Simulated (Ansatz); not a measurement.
A nudged elastic band was laid between two geometries of B$_{2}$H$_{4}$S (7 atoms, charge 0, multiplicity 1).

Computed with RKS CAM-B3LYP-D4/def2-SVP in Ansatz.

- movable images: 7
- climbing image: yes
- spring: 5.0 eV/Å²
- optimiser: quadratic models (default)
- start path: IDPP
- force threshold: 0.03 eV/Å
- iteration limit: 60
- end points: relaxed

First end point:

```xyz
7
Properties=species:S:1:pos:R:3
B -1.307 -0.108 -0.526
S -0.424 0.528 0.907
B 1.297 0.123 0.571
H -0.712 -0.658 -1.412
H -2.498 0.044 -0.544
H 2.105 0.450 1.398
H 1.602 -0.448 -0.439
```

Last end point:

```xyz
7
Properties=species:S:1:pos:R:3
B -1.308 -0.122 -0.520
S -0.428 0.513 0.915
B 1.297 0.136 0.566
H -2.502 0.007 -0.530
H -0.708 -0.650 -1.416
H 2.106 0.469 1.390
H 1.603 -0.421 -0.452
```

(1) Which bonds break or form, and what moves?

(2) What energy profile does the band end with?

(3) What is the geometry of the highest image?

The band took 26 iterations and of the order of 4 core-minutes.

Answers

(1) No bond is made or broken. The dihedral H5–B1–S2–B3 goes from -180 to 0°. The two ends are copies of one structure, up to a mirror image or an exchange of like atoms.

(2) The forces met the threshold. The highest image is number 3 of 0 to 8, 0.36 eV above the ends, which have the same energy within 2 meV. The profile has 2 maxima (images 3, 5) with wells between them (image 4): this band takes more than one step, which may be the mechanism or a detour left from its start path. A vibrational analysis at the climbing image gives one clearly imaginary mode, 223i cm⁻¹: a first-order saddle point.

```csv
image,path coordinate (Å),energy (eV),dihedral H5–B1–S2–B3 (°)
0,0.00,0.00,-180
1,0.62,0.09,-150
2,1.24,0.28,-122
3,1.86,0.36,-99
4,2.52,0.29,-109
5,3.18,0.36,-86
6,3.85,0.30,-61
7,4.51,0.11,-32
8,5.18,0.00,0
```

(3) 
```xyz
7
Properties=species:S:1:pos:R:3
B -1.035 -0.506 -0.386
S -0.387 -0.216 1.315
B 1.014 0.460 0.482
H -0.669 -1.475 -0.993
H -1.825 0.272 -0.850
H 1.897 0.967 1.117
H 1.066 0.430 -0.730
```

The run took 4.2 min on 1 thread of Arm Neoverse V2, on a shared host, peak memory 0.23 GiB.
